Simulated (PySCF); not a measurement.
**Bond curve of HCl⁺**

Set-up: PySCF, no relativity, basis sets H def2-TZVPPD, Cl def2-TZVPPD. Energies in eV from H + Cl⁺ in their ground configurations at the same level. State: ²Π (doublet), unpaired electrons π ↑.

```
R (Å)    BP86  r²SCAN     UHF  r²SCAN0
1.136  -4.376  -4.315  -3.058   -4.266
1.189  -4.729  -4.653  -3.374   -4.595
1.242  -4.938  -4.846  -3.543   -4.779
1.281  -5.021  -4.918  -3.595   -4.843
1.321  -5.055  -4.939  -3.596   -4.858
1.361  -5.048  -4.921  -3.556   -4.832
1.413  -4.991  -4.849  -3.454   -4.749
1.480  -4.863  -4.701  -3.268   -4.588
1.559  -4.653  -4.470  -2.990   -4.341
1.665  -4.322  -4.112  -2.572   -3.963
```

Task: Put a parabola through the three lowest points of the BP86 curve and estimate Re, k and ωe (reduced mass 0.9796 u; 1 eV/Å² = 0.16022 mdyn/Å; ωe = 1302.8·√(k/μ) cm⁻¹).

Result: Through R = 1.281, 1.321, 1.361 Å the second-order coefficient is 12.8 eV/Å², so Re ≈ 1.334 Å, k ≈ 4.11 mdyn/Å and ωe ≈ 2667 cm⁻¹. A polynomial fit of higher order to the unrounded BP86 energies gives Re = 1.333 Å, k = 3.79 mdyn/Å, ωe = 2562 cm⁻¹; anharmonicity and rounding make the difference.

The higher-order fit for each curve: BP86: Re = 1.333 Å, ωe = 2562 cm⁻¹, De = 5.06 eV; r²SCAN: Re = 1.321 Å, ωe = 2648 cm⁻¹, De = 4.94 eV; UHF: Re = 1.302 Å, ωe = 2827 cm⁻¹, De = 3.60 eV; r²SCAN0: Re = 1.314 Å, ωe = 2709 cm⁻¹, De = 4.86 eV.

For an ion De counts to the pair picked by the measured ionisation energies or electron affinities, which need not be the lowest pair at this level. The state is the lowest determinant that a PBE0 search found; another state may lie lower at other levels.
